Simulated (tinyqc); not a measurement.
Worked calculation: geometry optimisation on the PBE/sto-6g surface (energies and gradients from PySCF), for H3O+, spin multiplicity 1. Computed by tinyqc, a small Python program that keeps every step (integrals from PySCF). Settings: charge = 1, multiplicity = 1, basis = sto-6g, functional = pbe,pbe, optimiser = bfgs, first Hessian = 0.3, largest step = 0.5, iteration cap = 30. Command: `OMP_NUM_THREADS=1 python tinyqc.py 25193 25194 out.jsonl` (the two numbers bound the seeds that draw the settings). One thread of a shared host (Intel(R) Xeon(R) Processor @ 2.60GHz), about 10 s of CPU time with the checks.

## Step 1: energy and gradient

positions at the start (bohr):
```
          x        y        z
1O   0.0208   0.0869   0.3420
2H   1.8935   0.0945  -0.0038
3H  -0.9411   1.4740  -0.0321
4H  -0.9732  -1.6063   0.0246
```

Self-consistent energy and analytic gradient at these positions.

energy = -76.304983 hartree

gradient (hartree/bohr):
```
            x          y          z
1O  -0.037728   0.140031  -0.032172
2H  -0.003965  -0.002013   0.005377
3H   0.065062  -0.113360   0.031251
4H  -0.023367  -0.024661  -0.004461
```

## Step 1: move

Quasi-Newton step p = -H^(-1) g (first H = 0.3 times the unit matrix); steps longer than 0.5 bohr are cut back (factor 0.738 here).

positions after step 1 (bohr):
```
          x        y        z
1O   0.1136  -0.2574   0.4211
2H   1.9033   0.0994  -0.0170
3H  -1.1011   1.7527  -0.1090
4H  -0.9158  -1.5456   0.0355
```

## Step 2: energy and gradient

As before.

energy = -76.256612 hartree

gradient (hartree/bohr):
```
            x          y          z
1O  -0.000407  -0.263485  -0.039818
2H  -0.024818   0.020743   0.016059
3H  -0.057337   0.095736  -0.027785
4H   0.082562   0.147004   0.051546
```

## Step 2: move

inverse Hessian in use (bohr^2/hartree), lower triangle:
```
          1        2        3        4        5        6        7        8
1    3.4072
2    0.0656   1.8281
3    0.1136  -0.1319   3.4734
4    0.0395  -0.1111   0.0390   3.3408
5   -0.0227   0.1024  -0.0166  -0.0007   3.3307
6   -0.0311   0.0668  -0.0337  -0.0078   0.0021   3.3407
7   -0.0530  -0.3895  -0.1325  -0.0604   0.0431   0.0429   3.2963
8    0.0977   0.6588   0.2354   0.1057  -0.0748  -0.0756   0.0553   3.2531
9   -0.0251  -0.1883  -0.0634  -0.0290   0.0207   0.0206  -0.0183   0.0275
10  -0.0605   0.4349  -0.0202   0.0133  -0.0197  -0.0041   0.1504  -0.2587
11  -0.1406   0.7440  -0.0868   0.0060  -0.0249   0.0066   0.2911  -0.5038
12  -0.0574   0.2534  -0.0430  -0.0023  -0.0062   0.0058   0.1079  -0.1873

         9       10       11      12
9   3.3243
10  0.0724   3.2301
11  0.1400  -0.1565   3.1179
12  0.0518  -0.0481  -0.0599  3.3187
```

Quasi-Newton step p = -H^(-1) g (the inverse Hessian comes from BFGS updates; coordinates in the order x, y, z of each atom); steps longer than 0.5 bohr are cut back.

positions after step 2 (bohr):
```
          x        y        z
1O   0.1542  -0.0359   0.5113
2H   1.9424   0.0724  -0.0453
3H  -1.0896   1.7387  -0.1031
4H  -1.0070  -1.7261  -0.0322
```

## Convergence

Stop when the largest gradient component is below 3e-5 hartree/bohr. The inverse Hessian follows the BFGS update with s = step, y = change of gradient.

Course of the optimisation:
```
step  E (hartree)  largest gradient (hartree/bohr)
1      -76.304983                         1.40e-01
2      -76.256612                         2.63e-01
3      -76.292663                         1.40e-01
4      -76.262873                         2.51e-01
5      -76.314912                         4.16e-02
6      -76.314982                         1.01e-01
7      -76.321516                         8.52e-03
8      -76.321709                         3.04e-03
9      -76.321758                         1.71e-03
10     -76.321768                         7.81e-04
11     -76.321769                         1.54e-04
12     -76.321769                         3.10e-05
13     -76.321769                         1.43e-05
```

Final distances (angstrom):
```
pair   distance
2H-1O    1.0317
3H-1O    1.0317
3H-2H    1.6659
4H-1O    1.0316
4H-2H    1.6659
4H-3H    1.6659
```

Converged in 13 steps.
